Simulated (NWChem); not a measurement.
# ClFHSi (SMILES F[SiH]Cl) at UPBE0/6-31+G(d) (Cartesian functions)

We compute molecular dynamics of ClFHSi. Input form: an ASE script.

The results are computed with NWChem 7.3.0.

### Step 1. Starting point

The species is ClFHSi (4 atoms), typed as a doublet with charge 0. As SMILES, `F[SiH]Cl`. The shape comes from GFN2-xTB, which is rough for such elements, and wasn't checked as a minimum. The run starts from this shape.

Bond lengths: F1–Si2 1.620 Å, Si2–Cl3 2.009 Å, Si2–H4 1.445 Å. Angles: F1–Si2–Cl3 105.9°, F1–Si2–H4 102.9°, Cl3–Si2–H4 115.7°.

### Step 2. A short trajectory at UPBE0/6-31+G(d) (Cartesian functions)

Input file clfhsi.sdf:

```

     RDKit          3D

  4  3  0  0  0  0  0  0  0  0999 V2000
   -0.9929   -0.3423    1.0625 F   0  0  0  0  0  0  0  0  0  0  0  0
   -0.2049   -0.2232   -0.3474 Si  0  0  0  0  0  3  0  0  0  0  0  0
    1.7326   -0.5466    0.0755 Cl  0  0  0  0  0  0  0  0  0  0  0  0
   -0.5348    1.1122   -0.7905 H   0  0  0  0  0  0  0  0  0  0  0  0
  2  1  1  0
  3  2  1  0
  4  2  1  0
M  RAD  1   2   2
M  END
$$$$
```

Input file run.py:

```python
from ase.io import read
from ase.calculators.nwchem import NWChem
from ase import units
import numpy as np
from ase.md.velocitydistribution import MaxwellBoltzmannDistribution, Stationary, ZeroRotation
from ase.md.verlet import VelocityVerlet

mol = read('clfhsi.sdf')

calc = NWChem(
    label='clfhsi',
    theory='dft',
    memory='2200 mb',
    basis='6-31+G*',
    dft={'xc': 'pbe0', 'mult': '2', 'grid': 'coarse', 'convergence': 'energy 1e-10', 'iterations': '200', 'mulliken': None, 'print': 'low'},
)
mol.calc = calc

MaxwellBoltzmannDistribution(mol, temperature_K=1000, rng=np.random.default_rng(16527))
Stationary(mol)
ZeroRotation(mol)
dyn = VelocityVerlet(mol, timestep=0.25 * units.fs, trajectory="opt.traj", logfile="-")
dyn.run(15)
```

Launch:

```sh
$ export ASE_NWCHEM_COMMAND="nwchem PREFIX.nwi > PREFIX.nwo"
$ python run.py
```

Output:

```text
run.py:19: DeprecationWarning: Use thermalize_momenta
  MaxwellBoltzmannDistribution(mol, temperature_K=1000, rng=np.random.default_rng(16527))
Time[ps]      Etot[eV]     Epot[eV]     Ekin[eV]    T[K]
0.0000      -23123.3953  -23123.9582       0.5630  1088.8
0.0003      -23123.3953  -23123.9548       0.5595  1082.1
0.0005      -23123.3953  -23123.9504       0.5551  1073.6
0.0007      -23123.3953  -23123.9450       0.5497  1063.2
0.0010      -23123.3953  -23123.9387       0.5434  1051.0
0.0013      -23123.3953  -23123.9313       0.5360  1036.6
0.0015      -23123.3953  -23123.9228       0.5275  1020.2
0.0018      -23123.3953  -23123.9131       0.5178  1001.5
0.0020      -23123.3953  -23123.9022       0.5069   980.5
0.0022      -23123.3953  -23123.8902       0.4949   957.2
0.0025      -23123.3953  -23123.8769       0.4817   931.6
0.0028      -23123.3953  -23123.8626       0.4673   903.8
0.0030      -23123.3953  -23123.8471       0.4519   873.9
0.0032      -23123.3953  -23123.8307       0.4355   842.2
0.0035      -23123.3953  -23123.8135       0.4182   808.8
0.0037      -23123.3952  -23123.7955       0.4002   774.0
```

The calculator wrote clfhsi.nwi:

```
title "clfhsi"

permanent_dir clfhsi

scratch_dir clfhsi

start clfhsi

geometry units angstrom nocenter noautosym noautoz
  F  -1.0374109090709061e+00 -3.4572675507514783e-01 1.1021323354175809e+00
  Si -1.6392546277518155e-01 -2.2231686123044392e-01 -3.5817712378095240e-01
  Cl 1.7257743998985329e+00 -5.4588141490016295e-01 6.5253317288001045e-02
  H  -5.9746531678991555e-01 1.1269082899696701e+00 -8.7683915901876786e-01
end

memory 2200 mb

basis noprint
   * library 6-31+G*
end

dft
  xc pbe0
  mult 2
  grid coarse
  convergence energy 1e-10
  iterations 200
  mulliken
  print low
end

task dft gradient
```

clfhsi.nwo, shortened:

```text
[...]
         Total DFT energy =     -849.783816206495
      One electron energy =    -1455.639830341122
           Coulomb energy =      525.097538881994
    Exchange-Corr. energy =      -59.634071521208
 Nuclear repulsion energy =      140.392546773841
[... 27 lines left out ...]
     -------------------------------------------
      Total Density - Lowdin Population Analysis
[...]
      <S2> =      0.7516 (Exact =     0.7500)
                         DFT ENERGY GRADIENTS
    atom               coordinates                        gradient
                 x          y          z           x          y          z
   1 F      -1.960422  -0.653329   2.082728   -0.020318  -0.002331   0.031922
   2 Si     -0.309774  -0.420118  -0.676857    0.065644  -0.000241  -0.022952
   3 Cl      3.261241  -1.031566   0.123311   -0.035608   0.000005  -0.006767
   4 H      -1.129046   2.129548  -1.656986   -0.009717   0.002566  -0.002203
 Task  times  cpu:       19.9s     wall:       19.9s
 Total times  cpu:       19.9s     wall:       19.9s
```

Wall time 5.6 min (1 thread of Intel Xeon Platinum 8259CL at 2.50GHz (Skylake/Cascade Lake), shared host); peak memory 0.11 GiB.

Steps, from the record of the run:

```csv
step,potential energy change (eV),largest force (eV/Å)
0,0.0000,1.2055
1,0.0035,1.3584
2,0.0079,1.5168
3,0.0132,1.6779
4,0.0196,1.8404
5,0.0270,2.0035
6,0.0355,2.1669
7,0.0452,2.3301
8,0.0560,2.4929
9,0.0681,2.6547
10,0.0813,2.8152
11,0.0957,2.9737
12,0.1111,3.1297
13,0.1275,3.2824
14,0.1448,3.4314
15,0.1628,3.5760
```

### Step 3. Results

Level: UPBE0/6-31+G* (Cartesian functions).

```
                          quantity          value
potential energy of the last frame  -849.78382 Eh
```

What this shows: Mulliken charges run from -0.37 on F1 to +0.50 on Si2; in a basis this large or diffuse they mean little.
